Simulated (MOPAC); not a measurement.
MOPAC input (MNDO):

```
MNDO 1SCF CHARGE=1 GEO-OK AUX(PRECISION=9) THREADS=1
C2H5O2

C    -0.90662125 1    0.03356361 1    0.01032845 1
O    -0.65976389 1   -1.22345915 1    0.01905495 1
O     0.01796517 1    0.87372362 1   -0.00828984 1
H    -1.92429970 1    0.42273406 1    0.01867193 1
C     1.44997031 1    0.46407951 1   -0.02130595 1
H     1.98517887 1    1.40495353 1   -0.03628633 1
H     1.64490934 1   -0.10607014 1    0.88265114 1
H     1.62376902 1   -0.12272839 1   -0.91889202 1
H    -1.45526222 1   -1.78686349 1    0.03359938 1
```

Output:

```
 *******************************************************************************
 **                                                                           **
 **                              MOPAC v23.2.5                                **
 **                                                                           **
 *******************************************************************************
 ** MOPAC's Digital Object Identifier: https://doi.org/10.5281/zenodo.6511958 **
 **                                                                           **
 ** Please cite the open-source release paper for use of this MOPAC version:  **
 ** J. E. Moussa and J. J. P. Stewart (2026)                                  **
 ** MOPAC: An open-source semiempirical molecular orbital program             **
 ** J. Open Source Softw., 11(119), 8025, https://doi.org/10.21105/joss.08025 **
 *******************************************************************************

                              MNDO CALCULATION RESULTS

 *******************************************************************************
 *  MNDO       - The MNDO Hamiltonian to be used
 *  GEO-OK     - OVERRIDE INTERATOMIC DISTANCE AND OTHER SAFETY CHECKS
 *
 *
 *
 *                 CHARGE ON SYSTEM = +1
 *
 *
 *
 *  1SCF       - DO 1 SCF AND THEN STOP
 *  AUX        - OUTPUT AUXILIARY INFORMATION
 *******************************************************************************
MNDO 1SCF CHARGE=1 GEO-OK AUX(PRECISION=9) THREADS=1
 C2H5O2

   ATOM   CHEMICAL          X               Y               Z
  NUMBER   SYMBOL      (ANGSTROMS)     (ANGSTROMS)     (ANGSTROMS)

     1       C         -0.90662125  *   0.03356361  *   0.01032845  *
     2       O         -0.65976389  *  -1.22345915  *   0.01905495  *
     3       O          0.01796517  *   0.87372362  *  -0.00828984  *
     4       H         -1.92429970  *   0.42273406  *   0.01867193  *
     5       C          1.44997031  *   0.46407951  *  -0.02130595  *
     6       H          1.98517887  *   1.40495353  *  -0.03628633  *
     7       H          1.64490934  *  -0.10607014  *   0.88265114  *
     8       H          1.62376902  *  -0.12272839  *  -0.91889202  *
     9       H         -1.45526222  *  -1.78686349  *   0.03359938  *

          CARTESIAN COORDINATES

    NO.       ATOM           X           Y           Z

     1         C         -0.9066      0.0336      0.0103
     2         O         -0.6598     -1.2235      0.0191
     3         O          0.0180      0.8737     -0.0083
     4         H         -1.9243      0.4227      0.0187
     5         C          1.4500      0.4641     -0.0213
     6         H          1.9852      1.4050     -0.0363
     7         H          1.6449     -0.1061      0.8827
     8         H          1.6238     -0.1227     -0.9189
     9         H         -1.4553     -1.7869      0.0336

  H: (MNDO): M.J.S. DEWAR, W. THIEL, J. AM. CHEM. SOC., 99, 4899, (1977)
  C: (MNDO): M.J.S. DEWAR, W. THIEL, J. AM. CHEM. SOC., 99, 4899, (1977)
  O: (MNDO): M.J.S. DEWAR, W. THIEL, J. AM. CHEM. SOC., 99, 4899, (1977)

           Empirical Formula: C2 H5 O2  =     9 atoms

      MOLECULAR POINT GROUP   :   Cs

      RHF CALCULATION, NO. OF DOUBLY OCCUPIED LEVELS = 12

 -------------------------------------------------------------------------------
 MNDO 1SCF CHARGE=1 GEO-OK AUX(PRECISION=9) THREADS=1
 C2H5O2

     1SCF WAS SPECIFIED, SO BFGS WAS NOT USED
     SCF FIELD WAS ACHIEVED

                              MNDO CALCULATION
                                                       MOPAC v23.2.5 Linux

          FINAL HEAT OF FORMATION =         97.37037 KCAL/MOL =     407.39762 KJ/MOL

          COSMO AREA              =         95.11 SQUARE ANGSTROMS
          COSMO VOLUME            =         77.39 CUBIC ANGSTROMS

          IONIZATION POTENTIAL    =         18.791804 EV
          HOMO LUMO ENERGIES (EV) =        -18.792 -6.295
          NO. OF FILLED LEVELS    =         12
          MOLECULAR WEIGHT        =         61.0603         POINT GROUP:  Cs

          MOLECULAR DIMENSIONS (Angstroms)

            Atom       Atom       Distance
            H     9    H     6     4.69353
            H     4    H     8     2.95476
            H     7    H     8     1.71596

          SCF CALCULATIONS        =          1

   ATOM   CHEMICAL          X               Y               Z
  NUMBER   SYMBOL      (ANGSTROMS)     (ANGSTROMS)     (ANGSTROMS)

     1       C         -0.90662125  *   0.03356361  *   0.01032845  *
     2       O         -0.65976389  *  -1.22345915  *   0.01905495  *
     3       O          0.01796517  *   0.87372362  *  -0.00828984  *
     4       H         -1.92429970  *   0.42273406  *   0.01867193  *
     5       C          1.44997031  *   0.46407951  *  -0.02130595  *
     6       H          1.98517887  *   1.40495353  *  -0.03628633  *
     7       H          1.64490934  *  -0.10607014  *   0.88265114  *
     8       H          1.62376902  *  -0.12272839  *  -0.91889202  *
     9       H         -1.45526222  *  -1.78686349  *   0.03359938  *

                             CARTESIAN COORDINATES

   1    C       -0.906621250     0.033563610     0.010328450
   2    O       -0.659763890    -1.223459150     0.019054950
   3    O        0.017965170     0.873723620    -0.008289840
   4    H       -1.924299700     0.422734060     0.018671930
   5    C        1.449970310     0.464079510    -0.021305950
   6    H        1.985178870     1.404953530    -0.036286330
   7    H        1.644909340    -0.106070140     0.882651140
   8    H        1.623769020    -0.122728390    -0.918892020
   9    H       -1.455262220    -1.786863490     0.033599380

           Empirical Formula: C2 H5 O2  =     9 atoms

      MOLECULAR POINT GROUP   :   Cs

                  EIGENVALUES
 -53.77773 -48.64398 -36.25215 -30.74695 -27.38887 -25.33039 -23.63189 -22.08357
 -20.66259 -20.30594 -19.18787 -18.79180  -6.29471  -3.89726  -3.03616  -2.72971
  -1.23473  -1.23464  -0.29867  -0.14323   0.22099

              NET ATOMIC CHARGES AND DIPOLE CONTRIBUTIONS

  ATOM NO.   TYPE          CHARGE      No. of ELECS.   s-Pop       p-Pop
    1          C           0.473613        3.5264     1.23356     2.29283
    2          O          -0.194100        6.1941     1.78579     4.40831
    3          O          -0.167053        6.1671     1.80387     4.36318
    4          H           0.174349        0.8257     0.82565
    5          C           0.215910        3.7841     1.24778     2.53631
    6          H           0.084485        0.9155     0.91551
    7          H           0.053987        0.9460     0.94601
    8          H           0.053987        0.9460     0.94601
    9          H           0.304822        0.6952     0.69518
 DIPOLE           X         Y         Z       TOTAL
 POINT-CHG.    -1.901    -0.769     0.029     2.051
 HYBRID        -0.658    -0.427     0.012     0.785
 SUM           -2.560    -1.197     0.041     2.826

          ATOMIC ORBITAL ELECTRON POPULATIONS

     Atom    s        px        py        pz
    1  C   1.23356   0.90902   0.77150   0.61230
    2  O   1.78579   1.49853   1.16810   1.74168
    3  O   1.80387   1.23948   1.47880   1.64491
    4  H   0.82565
    5  C   1.24778   0.60980   0.96537   0.96113
    6  H   0.91551
    7  H   0.94601
    8  H   0.94601
    9  H   0.69518

 **********************
 *                    *
 * JOB ENDED NORMALLY *
 *                    *
 **********************

 == MOPAC DONE ==
```

The dipole moment of an ion depends on the origin.
